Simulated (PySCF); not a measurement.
# BrH2S: the cost of one run

Computed with PySCF 2.14.0; each step states its level. No surroundings beyond the atoms listed, unless a continuum is named. Atoms count from 0, parts from 1.

## 1. The system as given

4 atoms, charge -1, multiplicity 1; geometry: GFN2-xTB. Parts: 1 = atoms 0–1, `Br`, charge 0; 2 = atoms 2–3, `[SH-]`, charge -1. In the given geometry H1 has moved to S2 of another part (1.39 Å), so values for the parts refer to these atom groups.

## 2. Geometry optimisation at PBE0-D3(BJ)/def2-TZVPD

What the job is given:

```
{"job": {"xc": "PBE0", "basis": "def2-TZVPD", "d3": "d3bj", "grid": 3, "kind": "geom", "shake": 0.01}, "charge": -1, "multiplicity": 1, "parts": [{"atoms": "0-1", "charge": 0, "multiplicity": 1}, {"atoms": "2-3", "charge": -1, "multiplicity": 1}]}
Br     0.446140    -1.083283     0.123210
H     -0.917848     0.645476    -0.084012
S     -1.906317     1.602745    -0.286360
H     -2.676369     0.678775    -0.744429
```

Command:

```
OMP_NUM_THREADS=1 python cluster_run.py task.json out
```

One launch serves the whole session: the jobs run in the order shown.

**Question.** How long does this job take on 1 thread of Arm Neoverse V2, shared host, and how much memory does it need?

About 22 s, with a peak of 0.52 GiB.
